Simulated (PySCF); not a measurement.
## Proton affinity of ethyl formate, site by site

Molecule: ethyl formate, `CCOC=O` (C3H6O2). Numbering: `[CH3:1][CH2:2][O:3][CH:4]=[O:5]`

These are calculated values, ωB97X-D3(BJ)/def2-TZVP in PySCF (grid level 2) at geometries from PBE0-D3(BJ)/def2-SVP. Thermal corrections: PBE0-D3(BJ)/def2-SVP frequencies, unscaled, ideal gas at 298.15 K and 1 bar, quasi-RRHO entropy.

```tsv
site	product	PA / eV	GB / eV	gas share	above best in water / eV	above best in 1,4-dioxane / eV
O5 (carboxyl C=O oxygen)	CCOC=[OH+]	8.36	8.05	> 99.9 %	0.000	0.000
O3 (ester-type oxygen)	CC[OH+]C=O	7.49	7.20	< 0.1 %	0.637	0.770
```

PA is −ΔH and GB is −ΔG of B + H⁺ → BH⁺ in the gas phase. Shares are Boltzmann weights among the listed products; an error of 10 kJ/mol changes a ratio about 56-fold. Sites whose products fell apart, merged with another or lost in a GFN2-xTB screen aren't listed. Values in solvent are IEF-PCM free energies relative to the most favourable product.

Of the listed sites O5 (carboxyl C=O oxygen) is favoured in the gas phase, 0.85 eV ahead of O3 in free energy.

In water the product from O5 is solvated 2.53 eV more strongly than the parent (electrostatics only).

In 1,4-dioxane the product from O5 is solvated 1.40 eV more strongly than the parent (electrostatics only).

Measured values (NIST Chemistry WebBook, evaluated or the median of agreeing entries): proton affinity (−ΔH) 799 kJ/mol (computed 806, difference 7); gas-phase basicity (−ΔG) 768 kJ/mol (computed 777, difference 9). These are compared with the most favourable site that keeps the skeleton.

Hardware: 1 thread of Arm Neoverse V1, shared with other jobs. Command: `OMP_NUM_THREADS=1 python redox_run.py task.json out`. Structures, frequencies and single points: 8.8 min.
